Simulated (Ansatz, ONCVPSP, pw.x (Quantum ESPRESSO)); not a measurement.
W: one change to the ONCV potential, in the atom and in the bcc crystal

```json
{"Element": "tungsten", "Generator": "ONCVPSP 4.0.1.1 (patched build)", "Type": "optimised norm-conserving Vanderbilt (ONCV)", "Functional": "PBE", "Relativity": "scalar-relativistic", "Frozen core": "[Xe] 4f14", "Valence charge": "6", "Reference configuration": "5d4 6s1.5 6p0.5", "Partial waves": "6s: rc 2.40 bohr, ncon 3, nbas 8, qcut 2.3 1/bohr, 2 projectors, debl 3.7 Ha; 6p: rc 3.90 bohr, ncon 4, nbas 7, qcut 2.3 1/bohr, 2 projectors, debl 3.6 Ha; 5d: rc 2.80 bohr, ncon 3, nbas 8, qcut 6 1/bohr, 3 projectors, debl 1 Ha", "Local potential": "polynomial inside 1.70 bohr (lpopt 5, dvloc0 0 Ha)", "Core correction": "Teter function fitted to the true core (icmod 2), fcfact 0.35"}
```

Change: reference 5d4 6s1.5; wave 6p: rc 3.90 bohr, ncon 4, nbas 7, qcut 2.3 1/bohr, 2 projectors, debl 3.6 Ha becomes p scattering state at 0.36 Ha: rc 3.90 bohr, ncon 4, nbas 7, qcut 2.3 1/bohr, 2 projectors, debl 3.6 Ha.

Cutoffs, loose and tight: the cutoffs (Ha) at which the residual kinetic energy of the hardest occupied pseudo-wave falls to 1 and 0.1 mHa per electron. They do not see the model core or the augmentation charge, which bear on the density cutoff. Test errors are all-electron minus pseudo excitation energies from the reference, over the configurations 5d4 6s2 6p0; 5d4 6s1 6p0; 5d4 6s0 6p0; 5d2 6s0 6p0; variants that change the core or the reference have their own tests.

Crystal test: bcc W in pw.x 7.5, no spin, 14³ k-points, Fermi–Dirac smearing 0.01 Ry, cutoffs set for each file from its atomic test. The reference is all-electron LAPW (Ansatz 0.2.0) with the same functional, mesh and smearing; V0 and B0 come from Birch–Murnaghan fits to the pressures at five volumes. Errors are pseudo minus all-electron; Δ is the rms difference of the E(V) curves that follow from these fits, minima aligned, over ±6 % about the mean V0. Mesh and smearing are coarse, so the numbers serve the comparison and aren't converged zero-temperature values; the lattice is a test structure that the element need not adopt.

All-electron: a0 = 3.184 Å (V0 = 16.15 Å³/atom), B0 = 300.6 GPa.

Does the change bring the crystal closer to the all-electron result?

The mean pressure error goes from -1.58 to +17.95 GPa, so the change moves the solid further from the all-electron pressures.

| quantity | base | changed |
| --- | --- | --- |
| outcome (atom) | generated | generated, projector energies reset by the program |
| cutoff, loose (atom) | 11 Ha | 11 Ha |
| cutoff, tight (atom) | 29 Ha | 29 Ha |
| bound ghosts (atom) | none | none |
| largest test error (meV) (atom) | 3 of 4 tests not solved or not reliable | -39 |
| cutoffs in pw.x (Ry) | 70/280 | 70/280 |
| a0 (Å) | 3.179 | – |
| a0 error (%) | -0.17 | – |
| B0 error (%) | -12.5 | – |
| Δ (meV/atom) | 6.5 | – |
| mean pressure error (GPa) | -1.58 | +17.95 |

A dash: not determined, or the minimum lies outside the volumes sampled.

Base: The largest radius (3.90 bohr) exceeds half the bond length (2.60 bohr), so the spheres overlap, which is one possible source of error among others. This is a poor potential for the solid. The generator flags a localised state at positive energy (s at 17 eV). Atomic configuration tests: 3 of 4 tests not solved or not reliable. The cutoffs count occupied waves only; projector 2 of the s channel, the hardest unoccupied one, needs 43 Ha at the loose tolerance. Changed file: The largest radius (3.90 bohr) exceeds half the bond length (2.60 bohr), so the spheres overlap, which is one possible source of error among others. This is a poor potential for the solid. The generator flags a localised state at positive energy (p at 11 eV, s at 14 eV). The cutoffs count occupied waves only; projector 2 of the s channel, the hardest unoccupied one, needs 43 Ha at the loose tolerance.
